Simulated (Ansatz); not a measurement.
# Si₂H₄F radical: how energies converge with the basis set

The task here is to estimate one member of a computed series from the others.

Program: Ansatz 0.2.0, Gaussian basis. Level of theory: one geometry, several basis sets. These are calculated values, not measurements.

Plan: PBE0-D4/def2-SVP; ωB97M-V/def2-SVP; PBE0-D4/def2-QZVPP; ωB97M-V/def2-QZVPP; CCSD(T)/cc-pV(D+d)Z; CCSD(T)/cc-pV(T+d)Z; CCSD(T)/cc-pV(Q+d)Z; the functionals' def2-TZVPP values are taken from earlier runs.

## Structure used throughout

The geometry comes from an earlier relaxation with PBE0-D4 in a triple-zeta def2 set; it is a stationary point, not always the lowest conformer.

SMILES `F[SiH][SiH3]`, 7 atoms, charge 0, spin multiplicity 2.

Atoms are counted from 1 here; the program's logs count them from 0.

Bond lengths: F1–Si2 1.610 Å, Si2–Si3 2.341 Å, Si2–H4 1.493 Å, Si3–H5 1.487 Å, Si3–H6 1.489 Å, Si3–H7 1.485 Å. Angles: F1–Si2–Si3 111.0°, F1–Si2–H4 106.8°, Si3–Si2–H4 114.0°, Si2–Si3–H5 106.5°, Si2–Si3–H6 113.1°, Si2–Si3–H7 109.4°, H5–Si3–H6 109.3°, H5–Si3–H7 109.4°, H6–Si3–H7 109.1°.

The first run:

The input, in.yaml:

```yaml
crystal:
  periodic: [false, false, false]
  atoms:
    - {symbol: F, position_ang: [-0.435991, -2.004466, 1.276922]}
    - {symbol: Si, position_ang: [-0.284485, -1.361622, -0.191744]}
    - {symbol: Si, position_ang: [0.465682, 0.851964, -0.065023]}
    - {symbol: H, position_ang: [-1.606106, -1.516438, -0.869047]}
    - {symbol: H, position_ang: [0.541260, 1.352417, -1.463707]}
    - {symbol: H, position_ang: [-0.440119, 1.730828, 0.725008]}
    - {symbol: H, position_ang: [1.821060, 0.879217, 0.541893]}
basis:
  gaussian: {orbitals: def2-SVP}
magnetization: {spin_polarized: true, initial_magnetization: 1}
hamiltonian: {xc: pbe0, dispersion: d4}
output: {orbitals: {seedname: orbitals}}
```

Run with:

```
ansatz run in.yaml --threads 2 --pin off --events-out ev --progress --plain --max-ram 32768MiB --backend cpu
```

Steps of the session up to this table: PBE0-D4 in def2-SVP; ωB97M-V in def2-SVP; PBE0-D4 in def2-QZVPP; ωB97M-V in def2-QZVPP.

One of the session's tables, all rows but one given; the rest of the session is left out.

| functional | basis | HOMO (eV) | LUMO (eV) |
| --- | --- | --- | --- |
| PBE0-D4 | def2-SVP | -6.20 | -2.64 |
| PBE0-D4 | def2-TZVPP | ? | ? |
| PBE0-D4 | def2-QZVPP | -6.27 | -2.68 |
| ωB97M-V | def2-SVP | -7.88 | -0.93 |
| ωB97M-V | def2-TZVPP | -7.95 | -1.03 |
| ωB97M-V | def2-QZVPP | -7.98 | -1.10 |

Estimate the missing values for PBE0-D4, def2-TZVPP.

The run gave: HOMO (eV): -6.25; LUMO (eV): -2.65. In the column «HOMO (eV)» it lies between PBE0-D4, def2-QZVPP (-6.27) and PBE0-D4, def2-SVP (-6.20).
